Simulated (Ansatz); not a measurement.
System: diamond-structure Si. Method: r²SCAN-D4 in Ansatz (plane waves, PAW).

Run with plane-wave cutoff 500 eV, 10×10×10 k mesh, gaussian smearing 0.02 eV, scalar-relativistic PAW data made under PBE.

Cell (relaxed at this level):

```
CELL_PARAMETERS angstrom
      0.00000     2.71447     2.71447
      2.71447     0.00000     2.71447
      2.71447     2.71447     0.00000
ATOMIC_POSITIONS crystal
  Si 0.00000 0.00000 0.00000
  Si 0.25000 0.25000 0.25000
```

Task: Predict the band gap.

Result: 
- band gap = 0.76 eV (on the SCF k mesh)

Measured, for comparison: band gap 1.23 eV (zero-point renormalisation of 0.06 eV added back here (the table's ZPR column); inputs from Chen et al. (2018), doi:10.1103/physrevmaterials.2.073803). Computed (rounded) less measured: band gap -0.47 eV.

Static lattice: no zero-point or thermal effects.

Ansatz is a quantum-chemistry and plane-wave program.
